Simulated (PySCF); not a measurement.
5-methyl-1,3-cyclopentadiene, C6H8.
SMILES: `C1(C=CC=C1)C`

Computed with PySCF at CAM-B3LYP/def2-SVPD, non-relativistic, on one gas-phase PBE0-D3(BJ)/def2-SVP geometry that isn't relaxed in the solvent. The solvent is an IEF-PCM continuum (van der Waals radii × 1.2), and excitations are vertical TDDFT with non-equilibrium linear response and a frozen core. Specific hydrogen bonds and non-electrostatic terms are outside this model.

Gas-phase singlets (H = HOMO, L = LUMO):

```
state  E (eV)  λ (nm)      f           leading configurations
   S1   5.032     246  0.065                          H→L 98%
   S2   6.414     193  0.010                        H→L+1 87%
   S3   6.838     181  0.013  H-1→L 51%, H→L+5 20%, H→L+3 16%
   S4   7.115     174  0.047             H→L+3 77%, H→L+5 11%
   S5   7.141     174  0.019             H→L+2 82%, H→L+4 12%
```

Task: What are the lowest 5 singlets in acetone (ε = 20.49)?

Result: 
```json
{"state": "S1", "E (eV)": "5.015", "λ (nm)": "247", "f": "0.087", "leading configurations": "H→L 98%", "change by rank (eV)": "-0.017"}
{"state": "S2", "E (eV)": "6.439", "λ (nm)": "193", "f": "0.009", "leading configurations": "H→L+1 90%", "change by rank (eV)": "+0.025"}
{"state": "S3", "E (eV)": "6.861", "λ (nm)": "181", "f": "0.022", "leading configurations": "H-1→L 58%, H→L+5 26%, H→L+3 9%", "change by rank (eV)": "+0.023"}
{"state": "S4", "E (eV)": "7.207", "λ (nm)": "172", "f": "0.072", "leading configurations": "H→L+3 85%", "change by rank (eV)": "+0.092"}
{"state": "S5", "E (eV)": "7.316", "λ (nm)": "169", "f": "0.025", "leading configurations": "H→L+2 78%, H→L+4 18%", "change by rank (eV)": "+0.175"}
```

Task: What are the lowest 5 singlets in acetonitrile (ε = 35.69)?

Result: 
```csv
state,E (eV),λ (nm),f,leading configurations,change by rank (eV)
S1,5.019,247,0.086,H→L 98%,-0.013
S2,6.441,192,0.009,H→L+1 90%,+0.027
S3,6.863,181,0.022,"H-1→L 58%, H→L+5 26%, H→L+3 8%",+0.025
S4,7.212,172,0.072,H→L+3 85%,+0.097
S5,7.324,169,0.025,"H→L+2 78%, H→L+4 18%",+0.183
```

Task: How do the frontier levels move from gas to acetonitrile?

Result: 
```tsv
orbital	gas (eV)	solvent (eV)	change (eV)
LUMO+2	2.19	2.31	+0.12
LUMO+1	1.72	1.78	+0.06
LUMO	0.45	0.46	+0.01
HOMO	-7.60	-7.64	-0.04
HOMO-1	-9.88	-9.89	-0.01
HOMO-2	-10.98	-10.88	+0.10
HOMO-3	-10.99	-10.89	+0.10
```

The HOMO–LUMO gap goes from 8.05 to 8.10 eV. Rows go by rank; for LUMO+2 the atom shares or the degeneracy differ between the runs, so the row needn't follow one orbital.
